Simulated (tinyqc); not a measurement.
Inside a calculation. Method: FCI on RHF in the sto-3g basis, for HF, spin multiplicity 1. One step of it, computed by the program tinyqc.

Problem. FCI: determinants and Hamiltonian. Slater-Condon rules over spin orbitals, with the nuclear repulsion added and E(HF) subtracted on the diagonal. Only determinants linked to the reference directly or through others are kept (one block of an abelian symmetry group), so some states are absent.

one-electron integrals over orbitals h = C^T H C (hartree), lower triangle:
```
            1          2          3          4          5          6
1  -40.572103
2    0.702965  -9.149960
3   -0.216311   0.558296  -7.615267
4    0.000000   0.000000   0.000000  -8.724708
5    0.000000   0.000000   0.000000   0.000000  -8.724708
6   -0.225904   1.192433   1.862313   0.000000   0.000000  -6.115195
```

Two-electron integrals over orbitals (pq|rs), unique and non-zero (hartree):
```
(11|11) 5.362400    (21|11) -0.504253   (21|21) 0.075038    (22|11) 1.199448
(22|21) -0.019659   (22|22) 0.857044    (31|11) 0.161816    (31|21) -0.022058
(31|22) 0.013457    (31|31) 0.023277    (32|11) -0.144501   (32|21) 0.008716
(32|22) -0.018363   (32|31) 0.020963    (32|32) 0.157299    (33|11) 1.005290
(33|21) -0.011184   (33|22) 0.754948    (33|31) -0.005584   (33|32) -0.049670
(33|33) 0.768886    (41|41) 0.029606    (42|41) 0.039029    (42|42) 0.180586
(43|41) -0.011541   (43|42) -0.043028   (43|43) 0.048352    (44|11) 1.264006
(44|21) -0.014416   (44|22) 0.878062    (44|31) 0.004700    (44|32) -0.077344
(44|33) 0.755916    (44|44) 0.997514    (51|51) 0.029606    (52|51) 0.039029
(52|52) 0.180586    (53|51) -0.011541   (53|52) -0.043028   (53|53) 0.048352
(54|54) 0.053770    (55|11) 1.264006    (55|21) -0.014416   (55|22) 0.878062
(55|31) 0.004700    (55|32) -0.077344   (55|33) 0.755916    (55|44) 0.889973
(55|55) 0.997514    (61|11) 0.168029    (61|21) -0.027252   (61|22) 0.000128
(61|31) -0.008392   (61|32) -0.025103   (61|33) 0.012645    (61|44) 0.004596
(61|55) 0.004596    (61|61) 0.025952    (62|11) -0.245877   (62|21) 0.005362
(62|22) -0.129587   (62|31) -0.020248   (62|32) -0.045279   (62|33) -0.038557
(62|44) -0.128007   (62|55) -0.128007   (62|61) 0.015608    (62|62) 0.097274
(63|11) -0.355163   (63|21) 0.006236    (63|22) -0.164348   (63|31) 0.002261
(63|32) 0.094298    (63|33) -0.124420   (63|44) -0.195325   (63|55) -0.195325
(63|61) -0.006442   (63|62) 0.057114    (63|63) 0.175449    (64|41) -0.010784
(64|42) -0.042548   (64|43) -0.014380   (64|64) 0.031587    (65|51) -0.010784
(65|52) -0.042548   (65|53) -0.014380   (65|65) 0.031587    (66|11) 0.887674
(66|21) -0.008952   (66|22) 0.682878    (66|31) 0.016033    (66|32) 0.071246
(66|33) 0.669368    (66|44) 0.651653    (66|55) 0.651653    (66|61) -0.009747
(66|62) -0.067080   (66|63) -0.014252   (66|66) 0.714085
```

nuclear repulsion = 5.08824241 hartree

Hartree-Fock energy = -98.57233767 hartree

Give: determinants; H - E(HF) between determinants.

Solution.

Occupation strings over the orbitals (2 doubly, a alpha, b beta, 0 empty; spin orbitals ordered 1a 1b 2a 2b ...): 222220 22a22b 2a222b a2222b 22b22a 2b222a b2222a 222202 222022 220222 2ab222 a2b222 2ba222 202222 ab2222 b2a222 ba2222 022222

H - E(HF) between determinants (hartree), lower triangle:
```
         222220   22a22b   2a222b   a2222b   22b22a   2b222a   b2222a   222202
222220   0.0000
22a22b   0.0000   0.6950
2a222b   0.0000  -0.0141   1.4892
a2222b   0.0000  -0.0225   0.0246  25.6494
22b22a   0.0000  -0.1754  -0.0571   0.0064   0.6950
2b222a   0.0000  -0.0571  -0.0973  -0.0156  -0.0141   1.4892
b2222a   0.0000   0.0064  -0.0156  -0.0260  -0.0225   0.0246  25.6494
222202   0.0316   0.0144   0.0425   0.0108  -0.0144  -0.0425  -0.0108   1.3142
222022   0.0316   0.0144   0.0425   0.0108  -0.0144  -0.0425  -0.0108   0.0538
220222   0.1754   0.1102  -0.0943  -0.0023  -0.1102   0.0943   0.0023   0.0484
2ab222  -0.0571   0.0943  -0.1501   0.0062  -0.0285   0.0453   0.0202   0.0430
a2b222   0.0064   0.0023   0.0062  -0.3409  -0.0224   0.0251   0.0084   0.0115
2ba222   0.0571  -0.0285   0.0453   0.0202   0.0943  -0.1501   0.0062  -0.0430
202222   0.0973   0.0453   0.0625  -0.0054  -0.0453  -0.0625   0.0054   0.1806
ab2222  -0.0156  -0.0202   0.0054  -0.1788   0.0251  -0.0099   0.0273  -0.0390
b2a222  -0.0064  -0.0224   0.0251   0.0084   0.0023   0.0062  -0.3409  -0.0115
ba2222   0.0156   0.0251  -0.0099   0.0273  -0.0202   0.0054  -0.1788   0.0390
022222   0.0260   0.0084   0.0273  -0.1778  -0.0084  -0.0273   0.1778   0.0296

         222022   220222   2ab222   a2b222   2ba222   202222   ab2222   b2a222
222022   1.3142
220222   0.0484   1.5343
2ab222   0.0430   0.1350   2.3010
a2b222   0.0115   0.0441   0.0223  26.5068
2ba222  -0.0430  -0.1350  -0.1573  -0.0210   2.3010
202222   0.1806   0.1573   0.1037  -0.0087  -0.1037   3.1838
ab2222  -0.0390  -0.0210   0.0087  -0.2299   0.0251  -0.0139  27.4816
b2a222  -0.0115  -0.0441  -0.0210  -0.0233   0.0223   0.0087   0.0221  26.5068
ba2222   0.0390   0.0210   0.0251   0.0221   0.0087   0.0139  -0.0750  -0.2299
022222   0.0296   0.0233   0.0221  -0.1233  -0.0221   0.0750   0.4707   0.1233

         ba2222   022222
ba2222  27.4816
022222  -0.4707  55.6000
```
